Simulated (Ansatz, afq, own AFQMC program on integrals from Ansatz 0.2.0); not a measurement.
## Ge$_{2}$H$_{3}$, quartet in cc-pVQZ, levels against AFQMC with the constraint released

```xyz
5

Ge   -0.0020    0.0000    1.2075
Ge   -0.0014    0.0000   -1.2815
H     1.5002    0.0000    1.5882
H    -0.6286    1.2435    1.8741
H    -0.6287   -1.2435    1.8741
```

Connectivity, by distances: GeH3–Ge.

Basis cc-pVQZ. Only valence electrons are correlated. Integrals, coupled cluster, full CI and functionals: Ansatz 0.2.0; the random walks run on the same integrals in our own AFQMC program. ph-AFQMC/CISD is guided by a CISD state made of CCSD amplitudes; releasing the constraint for a short imaginary time cuts its bias at the price of noise, slowly where states lie close. ± is one standard error of the sampling. No spin–orbit coupling.

Determinant: UHF, the one that the program's search chose, which needn't be the lowest solution. The geometry is a PBE0/def2-TZVP stationary point of this or a neighbouring charge and spin state.

No full CI on the walks' own integrals is used here. The released AFQMC energy serves as the reference, which it does only where one determinant dominates, the energy is flat over the last release times and near the phaseless one (40 meV or 2 meV an electron, half that with transition metals). On small molecules, where full CI could be run and the noise was under 10 meV, such values lay within 10 meV of it in 19 cases of 20, a flattering rate, since the rule was set on those same cases; what remains of the bias isn't in the error bar.

Cautions: no relativity below Rb; no spin-orbit coupling; inner d shell frozen; another spin lies lower; the released value is read at 2.40 1/Eh (meV from the phaseless value at times in 1/Eh: -5 ± 6 at 0.24, -3 ± 4 at 0.51, -4 ± 3 at 0.99, -9 ± 4 at 1.62, -11 ± 6 at 2.40).

- T1 diagnostic: 0.0215
- weight of the determinant in the CISD state: 0.868
- ⟨S²⟩ of the determinant: 3.758
- size of the correlated space: 11 electrons in 198 orbitals

```tsv
level	correlation energy (eV)
MP2	-5.1908
CCSD	-6.0848
CCSD(T)	-6.3187
```

Estimate where phaseless AFQMC with a CISD trial lies against CCSD(T) on the same integrals.

36.9 ± 7.0 meV below CCSD(T).

Reference: AFQMC with the constraint released, correlation energy -6.367 ± 0.006 eV.

```csv
level,E − E(reference) (meV),share of correlation (%)
CCSD(T),47.8 ± 6.4,99.25
ph-AFQMC/CISD,11.0 ± 9.5,99.83
```

A walk keeps the symmetry of its determinant, which the program's search chose and which needn't be the lowest solution, so a lower state of the same spin and another symmetry isn't excluded. Released energies are given only where the last usable release times agree within the noise; a slower fall can still hide under it.
